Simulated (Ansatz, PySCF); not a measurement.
Molecule: C2H4Cl, charge 0, multiplicity 2. It need not be the lowest isomer of its formula. SMILES: [CH2]CCl
Geometry from a B3LYP-D3(BJ)/def2-TZVP (Ansatz, a quantum-chemistry and plane-wave program) optimisation:
```xyz
7

C      0.1737     0.8729    -0.0003
C      1.5889     0.5374    -0.0162
Cl    -0.8506    -0.6988     0.0079
H     -0.1451     1.3931     0.8974
H     -0.1643     1.3962    -0.8891
H      2.1065     0.3124     0.9055
H      2.0865     0.3157    -0.9496
```
Charge 0, spin multiplicity 2.

Wanted: atomisation energy (electronic, to ground-state atoms), in kJ/mol. Correlated levels leave the core frozen unless marked. UHF or UKS for open shells. No spin-orbit coupling. No relativistic terms. The coupled-cluster limit lacks core correlation, which all-electron functionals hold. CBS(X,Y): correlation extrapolated as X^-3; Hartree-Fock from the larger set. [CCSD(T)-MP2]/basis is that difference in the basis named.

```tsv
level	program	atomisation energy (kJ/mol)	minus last row
TPSSh-D3(BJ)/def2-TZVPD	PySCF + dftd3	2475.7	39.6
CAM-B3LYP/def2-TZVPD	Ansatz	2440.1	4.0
PBE-QIDH/def2-TZVPD	Ansatz	2431.3	-4.8
RI-MP2/cc-pV(T+d)Z	Ansatz	2399.6	-36.5
SCS-MP2/STO-3G	Ansatz	2465.9	29.8
CCSD/aug-cc-pV(D+d)Z	Ansatz	2255.4	-180.7
CCSD(T)/STO-3G	Ansatz	2491.1	55.0
CCSD(T)/cc-pwCVTZ	Ansatz	2376.7	-59.4
CCSD(T) with core electrons (1s frozen past Ne)/cc-pwCVTZ	Ansatz	2386.0	-50.1
RI-MP2/CBS(cc-pV(T+d)Z,cc-pV(Q+d)Z)+[CCSD(T)-MP2]/cc-pV(T+d)Z	Ansatz	2436.1	0.0
```
